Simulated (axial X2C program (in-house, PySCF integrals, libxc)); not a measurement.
Low determinants of N₂⁺ at the PBE0 level, two-component

Calculated with an in-house relativistic program for diatomic molecules. Two-component (2c) means X2C with spin–orbit coupling and atomic mean-field two-electron Coulomb and Gaunt terms. Basis: N dyall-av3z [7s7p3d2f] (cores contracted in-house); Gaussian nuclei, density fitting, unrestricted open shells. Masses: N 14.003 u.

Search at 1.104 Å (vertical energies from the lowest determinant):

| ΔE (eV) | state | electrons beyond evenly filled partner blocks | electrons in ±ω = 1/2, 3/2, 5/2, 7/2 |
| --- | --- | --- | --- |
| 0.00 | Ω = 1/2 | ω = 1/2 | 11 2 0 0 |
| 1.18 | Ω = 3/2 | ω = 3/2 | 12 1 0 0 |

Lowest determinant, Ω = 1/2 (⟨Sz⟩ = 0.50, ⟨Lz⟩ = 0.00 at PBE0): Re = 1.102 Å, ωe = 2366.6 cm⁻¹.

The determinant in row 2 of the search, Ω = 3/2 (⟨Sz⟩ = 0.50, ⟨Lz⟩ = 1.00 at PBE0), was followed along the bond at PBE0; measured from the minimum of the lowest determinant it gives:

Te = 0.959 eV (7739 cm⁻¹), Re = 1.164 Å, ωe = 2030.6 cm⁻¹.

**Question.** Compare the bond of the determinant in row 2 with that of the lowest one.

**Answer.** At PBE0 its Re is 0.062 Å longer and its force constant, which goes as ωe², is 0.74 times that of the lowest determinant. T0 ≈ Te + Δωe/2 = 7739 + (-168) = 7571 cm⁻¹.

The search compares states at one distance, so a state with another bond length can lie lower; it is not exhaustive and yields mostly the lowest determinant of each block pattern, so other components and higher states of one pattern are missing. These are energies of single determinants, not of spin-adapted states; PBE0 term energies can be off by some tenths of an eV, and the functional has no current term.
